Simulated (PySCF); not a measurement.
Isomers of [C6H9]+, one conformer each. Method used: core-valence-separated Tamm–Dancoff BHandHLYP/aug-pcX-1 (pcseg-1 on H) in PySCF, non-relativistic, gas phase, PBE0-D3(BJ)/def2-SVP geometry. Absolute energies from this functional tend to lie a few eV below measured edges; no shift was applied.

P. `C#C[C+](C)CC`
Q. `CCc1[c+](C)c1`

Main lines, eV (oscillator strength):
1. C K: 281.2 (0.062), 281.3 (0.090), 283.7 (0.065), 284.7 (0.058), 285.5 (0.068)
2. C K: 282.8 (0.061), 283.0 (0.038), 283.0 (0.148), 286.8 (0.041), 286.9 (0.021)
Listed: the first five lines at most of each edge with a tenth or more of its strongest line's intensity; roots within 0.03 eV on the same or equivalent atoms are summed. Only the lowest roots were sought, and the top ones are left out.

Problem. Which spectrum belongs to which isomer?

Solution. 1 = P, 2 = Q.
- P: first C line listed at 281.2 eV, hole on the carbon bonded to C and H.
- Q: first C line listed at 282.8 eV, hole on the unsaturated ring CH carbon.

Problem. What are the ground-state energies of the isomers at BHandHLYP/aug-pcX-1 (pcseg-1 on H), relative to the lowest?

Solution. P 117.3, Q 0.0 kJ/mol (electronic energies on these geometries, no dispersion or zero-point terms).
